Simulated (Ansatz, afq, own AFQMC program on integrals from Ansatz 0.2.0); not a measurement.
## AlBH, quartet in cc-pVDZ, levels against full CI

```yaml
atoms:
  - { symbol: B, position_ang: [0.0000, -0.0920, 0.3143] }
  - { symbol: Al, position_ang: [0.0000, -0.0334, -1.8050] }
  - { symbol: H, position_ang: [0.0000, 0.1253, 1.4907] }
```

Connectivity, by distances: BH–Al.

Basis cc-pVDZ. Noble-gas cores (and the filled d shells of Ga–Kr and In–Xe) are frozen. Ansatz 0.2.0 and our own AFQMC program on the same integrals; the CISD trial comes from CCSD amplitudes, and released means the phaseless constraint is let go. ± is one standard error of the sampling.

Determinant: UHF, the one that the program's search chose, which needn't be the lowest solution. The geometry is a PBE0/def2-TZVP stationary point of this or a neighbouring charge and spin state.

Full CI on the same integrals is exact in this basis and with this determinant's frozen core.

Cautions: another spin lies lower (by 353 meV); the released energies are still falling, so no released level is given (meV from the phaseless value at times in 1/Eh: -4 ± 4 at 0.24, -12 ± 5 at 0.51, -17.4 ± 2.4 at 0.99, -22.1 ± 2.3 at 1.62, -26 ± 3 at 2.40); the ph-AFQMC/CISD walk drifts between its halves (2.5 errors).

The T1 diagnostic is 0.0302 and the weight of the determinant in the CISD state is 0.882. The ⟨S²⟩ of the determinant is 3.772 and the size of the correlated space is 7 electrons in 31 orbitals.

```tsv
level	correlation energy (eV)
MP2	-2.8522
CCSD	-3.5554
CCSD(T)	-3.7299
```

Question: Estimate where full CI lies against CCSD(T) on the same integrals.

Answer: 62.3 meV below CCSD(T).

Reference: full CI, correlation energy -3.792 eV.

```json
{"level": "CCSD(T)", "E − E(reference) (meV)": "62.3", "share of correlation (%)": "98.36"}
{"level": "CCSDT", "E − E(reference) (meV)": "17.5", "share of correlation (%)": "99.54"}
{"level": "CCSDT(Q)", "E − E(reference) (meV)": "2.1", "share of correlation (%)": "99.94"}
{"level": "CCSDTQ", "E − E(reference) (meV)": "1.1", "share of correlation (%)": "99.97"}
{"level": "ph-AFQMC/CISD", "E − E(reference) (meV)": "36.8 ± 4.1", "share of correlation (%)": "99.03"}
```

CCSDT and higher add their correlation energy to the determinant of the CCSD(T) run, since their own runs factorise the integrals more tightly (a shift of under 2 meV). A walk keeps the symmetry of its determinant, which the program's search chose and which needn't be the lowest solution, so a lower state of the same spin and another symmetry isn't excluded.
